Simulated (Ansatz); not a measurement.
Geometry optimisation, RHF/def2-SVP (Ansatz).

Input file:

```yaml
crystal:
  periodic: [false, false, false]
  atoms:
    - { symbol: B, position_ang: [-0.93326, 0.25428, -0.63782] }
    - { symbol: Si, position_ang: [0.61549, -0.29233, 0.43864] }
    - { symbol: O, position_ang: [0.79072, -1.78586, 0.77915] }
    - { symbol: H, position_ang: [-1.74693, -0.50961, -1.03176] }
    - { symbol: H, position_ang: [-1.14875, 1.37507, -0.95564] }
    - { symbol: H, position_ang: [0.58605, 0.62816, 1.67672] }
    - { symbol: H, position_ang: [1.83667, 0.3303, -0.26928] }
total_charge: -1
basis:
  gaussian: { orbitals: def2-SVP }
hamiltonian:
  xc: hf
relax:
  f_tol: 0.015
  max_steps: 40
```

Launched with:

```bash
$ ansatz run input.yaml --threads 1 --pin off --max-ram 2048MiB --backend cpu --events-out ev --progress --plain --runs-dir out
```

Q: Where does it end, and by what steps?

A: The run converged. Limits of this set-up: an anion without diffuse functions, the dipole of an ion depends on the origin. After 6 steps the energy has fallen by 0.155 eV; O3 moved furthest, 0.12 Å.

```json
{"step": "0", "energy less start (eV)": "0.0000", "largest force component (eV/Å)": "1.787", "accepted": "yes"}
{"step": "1", "energy less start (eV)": "-0.1187", "largest force component (eV/Å)": "0.307", "accepted": "yes"}
{"step": "2", "energy less start (eV)": "-0.1525", "largest force component (eV/Å)": "0.169", "accepted": "yes"}
{"step": "3", "energy less start (eV)": "-0.1546", "largest force component (eV/Å)": "0.055", "accepted": "yes"}
{"step": "4", "energy less start (eV)": "-0.1550", "largest force component (eV/Å)": "0.062", "accepted": "yes"}
{"step": "5", "energy less start (eV)": "-0.1553", "largest force component (eV/Å)": "0.023", "accepted": "yes"}
{"step": "6", "energy less start (eV)": "-0.1554", "largest force component (eV/Å)": "0.004", "accepted": "yes"}
```

```xyz
7
Properties=species:S:1:pos:R:3
B -0.950 0.244 -0.647
Si 0.676 -0.340 0.484
O 0.874 -1.838 0.839
H -1.824 -0.479 -1.082
H -1.105 1.418 -0.937
H 0.533 0.647 1.652
H 1.797 0.348 -0.309
```

Run time: 4.1 s on 1 thread of Intel(R) Xeon(R) 6975P-C (Granite Rapids), with other jobs on the host, peak memory 0.13 GiB.
